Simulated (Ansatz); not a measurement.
Litharge PbO, treated with r²SCAN+rVV10 (Ansatz, an electronic-structure program, PAW).

Rigid layers of the crystal as relaxed at this level are moved apart or together:

| run | k mesh | layer repeat (Å) | energy against free layers (meV/Å²) | gap on the mesh (eV) |
|---|---|---|---|---|
| 1 | 8×8×8 | 4.72 | -21.10 | 1.245 |
| 2 | 8×8×8 | 4.87 | -22.37 | 1.369 |
| 3 | 8×8×8 | 5.02 | -22.71 | 1.502 |
| 4 | 8×8×8 | 5.22 | -22.14 | 1.691 |
| 5 | 8×8×6 | 5.52 | -20.00 | 1.987 |
| 6 | 8×8×6 | 6.02 | -15.30 | 2.216 |
| 7 | 8×8×6 | 7.02 | -7.61 | 2.267 |
| 8 | 8×8×4 | 9.02 | -1.83 | 2.678 |

The lowest energy of these points lies at a layer repeat of 5.02 Å.

Spin–orbit coupling is not included.
